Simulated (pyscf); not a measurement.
PySCF, gas phase, ωB97X-D3(BJ)/def2-SVP geometries.

SMILES: [Zn]([CH2]S)[SH]
```xyz
8

S      1.4245     0.5374    -0.7975
C      0.7236     0.6223     0.8926
Zn    -0.6361    -0.7560     1.0250
S     -2.1106    -2.3554     1.0406
H      1.8797    -0.7297    -0.7473
H      1.5265     0.6010     1.6450
H      0.2594     1.6199     0.9505
H     -2.1826    -2.3728     2.3878
```
Charge 0, spin multiplicity 1.

Problem. How much does it cost (ΔH, 298 K, ωB97M-D3(BJ)/def2-TZVP) to split HS–CH₂–Zn–SH (SMILES S[CH2][Zn][SH]) at its C–Zn bond into •H₂C–SH + [HS–Zn]•?

Solution. C–Zn to •H₂C–SH + [HS–Zn]•: 254.0 kJ/mol. The 7 functionals that were run give +233.5 (B3LYP-D3(BJ)) to +267.4 kJ/mol (ωB97X-D3(BJ)). The radicals are drawn with the spin at the cut bond; how far it spreads was not checked. HS–CH₂–Zn–SH lies 100.0 kJ/mol over its isomer H₃C–S–Zn–SH (electronic energy, ωB97M-D3(BJ)). •H₂C–SH lies 42.9 kJ/mol over its isomer H₃C–S• (electronic energy, ωB97M-D3(BJ)). Elements up to Kr have no core potential and no relativistic terms here.
